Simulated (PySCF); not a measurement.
Ionisation energies (eV) were calculated with PySCF 2.14 by PBE0, LDA, UHF, in another order, as differences of total energies without spin-orbit coupling. The measured values are between term centres (NIST).

| species | measured | A | B | C |
| --- | --- | --- | --- | --- |
| Mg (x2c-TZVPall, spin-free X2C) | 7.646 | 6.621 | 7.749 | 7.570 |
| V (x2c-TZVPall, spin-free X2C) | 6.732 | 6.140 | 6.490 | 6.355 |
| Ge (x2c-TZVPall, spin-free X2C) | 7.925 | 7.414 | 8.007 | 7.920 |
| Kr (x2c-TZVPall, spin-free X2C) | 14.222 | 13.057 | 14.338 | 14.080 |
| Zr (x2c-TZVPall, spin-free X2C) | 6.639 | 5.187 | 6.727 | 6.285 |
| Ru (x2c-TZVPall, spin-free X2C) | 7.365 | 6.297 | 8.027 | 7.460 |
| Ag (x2c-TZVPall, spin-free X2C) | 7.576 | 6.354 | 8.258 | 7.629 |
| In+ (x2c-TZVPall, spin-free X2C) | 18.870 | 17.035 | 19.414 | 18.678 |

Q: Which column is which method?

A: A is UHF (mean error -1.11 eV); B is LDA (mean error 0.25 eV); C is PBE0 (mean error -0.12 eV). Hartree-Fock lacks the correlation of the electron removed and comes out lowest. LDA overbinds the outer electron and comes out highest. PBE0, with a quarter of exact exchange, lies close to experiment on average.
